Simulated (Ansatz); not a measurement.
**H2Cl (doublet): from Hartree-Fock to the top rungs at distance H1–H2 along a hydrogen transfer = 0.693 Å, cc-pVDZ**

How much of the correlation energy of H2Cl (doublet) does each wave-function method recover here?

Computed with Ansatz 0.2.0, Gaussian basis. Level: cc-pVDZ, core rule «outside noble gas», up to 5 orbitals frozen.

To be run: UHF; CCSD(T) on ROHF; CCSD(T) on UHF; BCCD(T) on ROHF; CISD; CCSDT(Q) on ROHF; CCSDT(Q) on UHF; CCSDTQ on ROHF; CCSDTQ on UHF; CASSCF and MRCISD+Q, 3 electrons in 3 orbitals; CASSCF and NEVPT2, 3 electrons in 3 orbitals; CASSCF and MRCISD+Q, 9 electrons in 6 orbitals; CASSCF and NEVPT2, 9 electrons in 6 orbitals.

**1. The geometry**

The geometry derives from fragments relaxed apart (PBE0/def2-TZVP) and kept rigid, so it is no stationary point. A hydrogen atom is moved between rigid fragments.

3 atoms, charge 0, spin multiplicity 2.

Atoms are counted from 1 here; the program's logs count them from 0.

Bond lengths: H1–H2 0.693 Å.

**2. UHF**

File in.yaml:

```yaml
crystal:
  periodic: [false, false, false]
  atoms:
    - {symbol: H, position_ang: [0.000000, 0.000000, -1.034667]}
    - {symbol: H, position_ang: [0.000000, 0.000000, -0.341667]}
    - {symbol: Cl, position_ang: [0.000000, 0.000000, 1.376333]}
basis:
  gaussian: {orbitals: cc-pVDZ}
magnetization: {spin_polarized: true, initial_magnetization: 1}
hamiltonian: {xc: hf}
output: {orbitals: {seedname: orbitals}}
```

Command:

```bash
$ ansatz run in.yaml --threads 1 --pin off --events-out ev --progress --plain --max-ram 5632MiB --backend cpu
```

The runs that follow: CCSD(T) on ROHF; CCSD(T) on UHF; BCCD(T) on ROHF; CISD; CCSDT(Q) on ROHF; CCSDT(Q) on UHF; CCSDTQ on ROHF; CCSDTQ on UHF; CASSCF and MRCISD+Q, 3 electrons in 3 orbitals; CASSCF and NEVPT2, 3 electrons in 3 orbitals; CASSCF and MRCISD+Q, 9 electrons in 6 orbitals; CASSCF and NEVPT2, 9 electrons in 6 orbitals.

Before running them: what should the planned runs give, taken together? Wanted: UCCSDTQ below the RHF energy; RMP2 from UCCSDTQ; UMP2 from UCCSDTQ; RCCSD from UCCSDTQ; RCCSD(T) from UCCSDTQ; UCCSD(T) from UCCSDTQ; RCCSDT(Q) from UCCSDTQ; UCCSDT(Q) from UCCSDTQ; NEVPT2 pair from UCCSDTQ.

The runs gave:

```
                         quantity                                                                                         value
     UCCSDTQ below the RHF energy                                                                                    -4.8003 eV
                RMP2 from UCCSDTQ                                                                                    +701.2 meV
                UMP2 from UCCSDTQ                                                                                    +713.2 meV
               RCCSD from UCCSDTQ                                                                                     +68.0 meV
            RCCSD(T) from UCCSDTQ                                                                                     +13.8 meV
            UCCSD(T) from UCCSDTQ                                                                                     +13.6 meV
           RCCSDT(Q) from UCCSDTQ                                                                                      +0.6 meV
           UCCSDT(Q) from UCCSDTQ                                                                                      +0.4 meV
         NEVPT2 pair from UCCSDTQ                                                                                    +657.0 meV
      NEVPT2 valence from UCCSDTQ                                                                                   +1034.7 meV
    MRCISD+Q valence from UCCSDTQ                                                                                      -3.5 meV
levels within 1 kcal/mol (43 meV)  RCCSD(T), UCCSD(T), BCCD(T), RCCSDT, UCCSDT, RCCSDT(Q), UCCSDT(Q), RCCSDTQ, MRCISD+Q valence
                    T1 diagnostic                                                                                         0.018
   effectively unpaired electrons                                                                                          1.00
```

RCCSD(T) lands +13.8 meV from the yardstick (0.3 % of the correlation energy). One determinant dominates. Of the multireference levels listed MRCISD+Q valence comes nearest in total energy (-3.5 meV), which doesn't show that its space is the better one. These misses are within one basis, not against nature; the frozen cores of restricted and unrestricted runs differ, which can shift their rows.
